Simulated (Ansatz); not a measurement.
What does this script print? It uses Ansatz's Python interface.

Contents of `c3h5cl.xyz`:
```text
9

Cl   -0.92290   -0.29820   -2.03360
C    -0.40760    0.45030   -0.55870
C     0.85090   -0.02700    0.02730
C    -0.35180   -0.35260    0.69610
H    -0.64360    1.49920   -0.52080
H     1.41980   -0.81220   -0.45790
H     1.54900    0.70630    0.52390
H    -0.73440   -1.37160    0.63950
H    -0.67100    0.15940    1.66710
```

`c3h5cl_methods.py`:
```python
import ansatz as az


def main() -> None:
    mol = az.Crystal.molecule_from_extxyz("c3h5cl.xyz")

    setup = mol.calculation().basis(gaussian="cc-pVDZ")

    methods = ["mp2", "ccsd", "ccsd_t"]
    batch = az.Session.batch([setup.correlation(m).input() for m in methods])
    reports = sorted(batch.plan().execute().molecular_reports, key=lambda each: each["member"])
    print(f"Hartree-Fock reference {reports[0]['reference_energy_ev'] / 27.211386246:.6f} Ha")
    best = reports[-1]["free_energy_ev"] - reports[-1]["reference_energy_ev"]
    for method, each in zip(methods, reports):
        gained = each["free_energy_ev"] - each["reference_energy_ev"]
        print(f"{method:8s} total {each['free_energy_ev'] / 27.211386246:.6f} Ha  correlation {gained:9.4f} eV  ({100 * gained / best:.1f} % of the last)")


if __name__ == "__main__":
    main()
```

`python c3h5cl_methods.py` gives:
```text
Hartree-Fock reference -575.977329 Ha
mp2      total -576.528901 Ha  correlation  -15.0090 eV  (90.0 % of the last)
ccsd     total -576.572185 Ha  correlation  -16.1869 eV  (97.1 % of the last)
ccsd_t   total -576.589867 Ha  correlation  -16.6680 eV  (100.0 % of the last)
```

Caveats:
- Total energies depend on the basis set; only differences at equal settings carry meaning.
- The geometry is a force-field or estimated start, not a minimum of this method, and the basis set is short of its limit. A lower total doesn't mark the better method: functionals have no common bound, and MP2 and coupled cluster aren't variational.
- Inner cores stay frozen, so this is valence correlation.
- For Al to Cl the sets with a tight d function, cc-pV(X+d)Z, are usual.
